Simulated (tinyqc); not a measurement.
Worked calculation: Hueckel theory of the pi electrons with the omega technique, for the molecule c1cc[cH-]c1 (SMILES; centres numbered as the heavy atoms are written). One step of it, computed by the program tinyqc.

Question. Energy, charges, bond orders. E = sum n x; q_r = z_r - P_rr; bond order p = P_rs; free valence = sqrt(3) - sum of p over the bonds of the atom.

x values: 1.800000  0.418034  0.418034  -1.818034  -1.818034

occupations: 2.000000  2.000000  2.000000  0.000000  0.000000

charge and bond-order matrix P, lower triangle:
```
           1C         2C         3C        4C        5C
1C   1.200000
2C   0.647214   1.200000
3C  -0.247214   0.647214   1.200000
4C  -0.247214  -0.247214   0.647214  1.200000
5C   0.647214  -0.247214  -0.247214  0.647214  1.200000
```

Centres:
```
centre  z_r, pi electrons of the neutral centre         h
1C                                            1  0.000000
2C                                            1  0.000000
3C                                            1  0.000000
4C                                            1  0.000000
5C                                            1  0.000000
```

Bonds:
```
i  j  k
1  2  1
2  3  1
3  4  1
4  5  1
5  1  1
```

Give: pi energy = 6 alpha + this times beta; pi charges; Bond orders and lengths from R = 1.517 - 0.180 p; free valence of the carbons; gap between the highest filled and the next level.

Answer.

pi energy = 6 alpha + this times beta = 5.2721

pi charges: 1C -0.2000, 2C -0.2000, 3C -0.2000, 4C -0.2000, 5C -0.2000

Bond orders and lengths from R = 1.517 - 0.180 p (angstrom, C-C alone):
```
bond       p       R
1-2   0.6472  1.4005
2-3   0.6472  1.4005
3-4   0.6472  1.4005
4-5   0.6472  1.4005
5-1   0.6472  1.4005
```

free valence of the carbons: 1C 0.4376, 2C 0.4376, 3C 0.4376, 4C 0.4376, 5C 0.4376

gap between the highest filled and the next level = 2.2361 |beta|
